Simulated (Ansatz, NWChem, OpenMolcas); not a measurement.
## Strength of the B–N bond: BH2(NH2) → NH2 + BH2

Species: BH2(NH2), singlet; NH2 `[NH2]`, doublet; BH2 (boron dihydride) `[BH2]`, doublet. 

Shapes, held fixed at every level: PBE0-D4/def2-TZVP. Programs: Ansatz 0.2.0, NWChem 7.3.0, OpenMolcas 26.06. A level may come from different programs for different species; with the same settings they agree closely. Electronic energies: no zero-point or thermal term.

```json
{"level": "HF/STO-3G", "kind": "Hartree–Fock", "ΔE (kJ/mol)": "+572.0"}
{"level": "HF/3-21G", "kind": "Hartree–Fock", "ΔE (kJ/mol)": "+514.0"}
{"level": "HF/def2-SVP", "kind": "Hartree–Fock", "ΔE (kJ/mol)": "+488.9"}
{"level": "B3LYP/6-31G* (spherical functions)", "kind": "global hybrid", "ΔE (kJ/mol)": "+610.9"}
{"level": "PBE0/def2-SVP", "kind": "global hybrid", "ΔE (kJ/mol)": "+631.8"}
```

PBE0/def2-SVP gives ΔE = +631.8 kJ/mol; the levels span +488.9 to +631.8. The median of the levels is +572.0. Hartree–Fock misses the correlation of the pair that is broken and comes out low. No measured value is set beside it here. Open shells run unrestricted. PBE0/def2-SVP lies outside the range of all other levels here, so it shouldn't be taken on trust. Rows in sets without polarisation functions are far from converged.
